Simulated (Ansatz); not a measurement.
Results of r²SCAN+rVV10 (Ansatz, an electronic-structure program, PAW) for bcc V.

Input file:

Ansatz 0.2 input:
```yaml
crystal:
  lattice:
    - [-1.45729834, 1.45729834, 1.45729834]
    - [1.45729834, -1.45729834, 1.45729834]
    - [1.45729834, 1.45729834, -1.45729834]
  atoms:
    - { symbol: V, position: [0.0, 0.0, 0.0] }
basis:
  ecutwfc: 560
  ecutrho_ratio: 4
  xc_grid: 3
kpoints:
  mp_grid: { grid: [26, 26, 26] }
hamiltonian:
  xc: r2scan
  dispersion: rvv10
  pseudopotentials: { kind: paw }
scf:
  occupations: { method: fermi_dirac, width: 0.05 }
  convergence: { dr2_threshold: 0.0000000001 }
output:
  forces: false
  stress: true
  eigenvalues: true
```

The run printed, among other lines:

```
Crystal: 1 atoms, lattice volume = 12.380 Å³
Basis set: ecut = 560 eV, 369 PW (Γ), exchange–correlation on 60×60×60 points (27 copies of the dense FFT grid, shifted against one another)
Bands: 11, of which v1, the nominal top of the filled ones, is band 7 counted from 1 (6 counted from 0)
Symmetry: 48 space group operations
Space group: Im-3m (ITA 229), of the structure as read, at distance tolerance 2.3e-5 Å
k-points: 511 of 17576
Functional: x = r2scan, c = r2scan + rvv10(b = 11.95, C = 0.0093); τ floored in thin density (d = 2e-4 eV/Å³)
SCF iter   1: F=—  HF=-2916.267235 eV  |F-HF|=—  |Δ(HF+E_count)|=         —  Δρ=1.80e-2  dr2=2.75e-2  dr2_τ=2.64e-2
SCF iter   2: F=—  HF=-2916.302199 eV  |F-HF|=—  |Δ(HF+E_count)|=   3.50e-2  Δρ=7.44e-3  dr2=4.38e-3  dr2_τ=4.05e-4
  ...
SCF iter   7: F=—  HF=-2916.301726 eV  |F-HF|=—  |Δ(HF+E_count)|=   9.50e-9  Δρ=2.86e-6  dr2=5.84e-10  dr2_τ=3.45e-11
SCF iter   8: F=-2916.301726 eV  HF=-2916.301726 eV  |F-HF|=4.55e-13  |Δ(HF+E_count)|=  3.70e-10  Δρ=5.66e-8  dr2=2.86e-13  dr2_τ=1.91e-13
SCF 1 converged in 8 iterations: F = -2916.301726 eV  dr2 = 2.86e-13
SCF converged after 8 iterations
Free energy (F): -2916.301726 eV
Internal energy: -2916.289206 eV  (E = F + TS)
E sigma→0 (E₀):  -2916.295466 eV
Fermi energy:    18.142873 eV
--- Stress (GPa, compression-positive) ---
       13.623005      -0.000000      -0.000000
        0.000000      13.623005      -0.000000
       -0.000000       0.000000      13.623005
  P = ⅓ Tr σ = 13.6230 GPa (136.230 kbar)
```

The cell is one volume of an energy–volume scan, off the minimum.

The PAW data were made under PBE.
